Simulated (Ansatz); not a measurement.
**Telling isomers of C2H4S apart by their spectra**

These gas-phase data were calculated for one isomer of C2H4S at PBE0-D4/def2-TZVP (harmonic, unscaled wavenumbers; equilibrium rotational constants with average atomic masses):

| Quantity | Value |
| --- | --- |
| rotational constants | 49.56, 5.787, 5.352 GHz |
| all wavenumbers above 1500 cm⁻¹ | 3162, 3085, 3082, 3030 |

Candidates:

(1) `C=CS`, a singlet
(2) `C1CS1`, a singlet
(3) `CC=S`, a singlet

Question: Which structure fits? Where the bands don't settle it, estimate the moments of inertia from typical bond lengths.

Answer: Candidate (3). No mode falls between 2500 and 2800 cm⁻¹, where the S–H stretch of (1) would stand. The rotational constants decide the rest: (2) would give 22.18, 10.98, 8.14 GHz.

The same quantities for all candidates:

```tsv
	rotational constants (GHz)	wavenumbers above 1500 cm⁻¹	E above the lowest, PBE0-D4/def2-TZVP (kcal/mol)
(1)	51.07, 5.859, 5.256	3252, 3182, 3161, 2705, 1672	4.5
(2)	22.18, 10.98, 8.14	3236, 3222, 3141, 3140	0.0
(3)	49.56, 5.787, 5.352	3162, 3085, 3082, 3030	2.4
```

Harmonic stretches to hydrogen usually lie a few per cent above observed fundamentals. Each candidate is one conformer. Programs: Ansatz 0.2.0.
